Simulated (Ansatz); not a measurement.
**[GeH₃···H···N], quartet: transfer scan**

Starting geometry:

```xyz
6

Ge   -0.4586    0.0000    0.0000
H    -0.9701    1.4466    0.0000
H    -0.9701   -0.7233    1.2528
H    -0.9701   -0.7233   -1.2528
H     1.0757    0.0000    0.0000
N     2.5104    0.0000    0.0000
```

From there atom H5 is moved from one fragment to the other while all else, the fragments' distance too, stays fixed; atoms are numbered as listed. Energies are in kcal/mol, counted from the starting geometry at the same level. Kohn–Sham curves are unrestricted where that lies lower.

Basis cc-pVDZ; Ansatz 0.2.0. Only valence electrons are correlated (noble-gas cores and the filled d shells of p-block atoms frozen). R marks a restricted (for open shells ROHF) determinant, U an unrestricted one. No spin–orbit coupling is included, and no scalar relativity.

Full CI isn't at hand for all of this; UCCSDT(Q) serves as the reference, and is uncertain by the last step of the cluster series or more.

```tsv
distance Ge1-H5 (Å)	B2PLYP
1.427	2.1
1.534	0.0
1.591	0.0
1.647	0.2
1.703	0.1
1.760	-0.3
1.816	-0.8
1.873	-1.1
1.929	-0.2
```

Question: Estimate the UCCSDT(Q) curve in cc-pVDZ from this one, knowing how B2PLYP differs from it in such a basis.

Answer: The computed UCCSDT(Q) values, in kcal/mol from the starting point, and the difference of B2PLYP against them:
```csv
distance Ge1-H5 (Å),UCCSDT(Q),B2PLYP less UCCSDT(Q)
1.427,1.1,1.0
1.534,0.0,0.0
1.591,0.7,-0.7
1.647,1.5,-1.3
1.703,2.0,-1.9
1.760,2.1,-2.4
1.816,1.8,-2.6
1.873,1.8,-2.9
1.929,2.7,-2.9
```

The difference spans 3.9 kcal/mol and is largest, -2.9 kcal/mol, at 1.873 Å.

In so small a basis the reference is far from its limit. A double hybrid takes much of its correlation from a semilocal functional, which needs less basis, so its difference from the reference holds the reference's basis and frozen-core error beside its own.
